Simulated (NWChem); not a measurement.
Correlation energy of Be

```xyz
1

Be     0.0000     0.0000     0.0000
```
Charge 0, spin multiplicity 1.

Program: NWChem.

Basis set: STO-3G. Each correlation energy counts from its own Hartree-Fock reference.

The correlated methods keep 1 core orbital frozen. Coupled-cluster values serve here as a point of comparison, not as the truth.

**Question.** For the correlation energy, MP2 gives -23.8 mHa and SCS-MP2 gives -28.5 mHa. What do CR-CCSD[T], CCSD, CCSDT give?

**Answer.** CR-CCSD[T]: -51.4 mHa; CCSD: -51.4 mHa; CCSDT: -51.4 mHa.
